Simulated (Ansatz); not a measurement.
**CHB (triplet): relaxing a cheap start**

Where does this start of CHB (triplet) end when it is relaxed?

Program: Ansatz 0.2.0, Gaussian basis. Level of theory: UKS PBE0/def2-TZVP. These are calculated values, not measurements.

### Step 1. The starting structure

3 atoms, charge 0, spin multiplicity 3.

Atoms are counted from 1 here; the program's logs count them from 0.

Bond lengths: B1–C2 1.352 Å, C2–H3 1.063 Å. Angles: B1–C2–H3 180.0°.

Coordinates:

```xyz
3

B     0.0000    0.0000   -1.2557
C     0.0000    0.0000    0.0962
H     0.0000    0.0000    1.1595
```

The start was built by rule and, where that kept it together, relaxed with GFN2-xTB. Sticks and bond lists go by distance. 

### Step 2. The run

File in.yaml:

```yaml
crystal:
  periodic: [false, false, false]
  atoms:
    - {symbol: B, position_ang: [0.000000, 0.000000, -1.255653]}
    - {symbol: C, position_ang: [0.000000, 0.000000, 0.096184]}
    - {symbol: H, position_ang: [0.000000, 0.000000, 1.159468]}
basis:
  gaussian: {orbitals: def2-TZVP}
magnetization: {spin_polarized: true, initial_magnetization: 2}
hamiltonian: {xc: pbe0}
relax: {f_tol: 0.004, max_steps: 80}
```

The run is started by

```sh
$ ansatz run in.yaml --threads 1 --pin off --events-out ev --progress --plain --max-ram 1740MiB
```

What does the calculation give? Wanted: energy gained; shift from the start; total energy; dipole moment; ⟨S²⟩.

As calculated:

| quantity | value |
| --- | --- |
| steps | 3 |
| energy gained | 0.001 eV |
| shift from the start (rms) | 0.004 Å |
| total energy | -1721.7017 eV |
| dipole moment | 0.41 D |
| ⟨S²⟩ | 2.012 |

What this shows: The bonds of the start are those of the end. C2–H3 went from 1.063 to 1.071 Å. No vibrations were run, so this is a stationary point, not a proven minimum, and this spin need not be the ground state's.
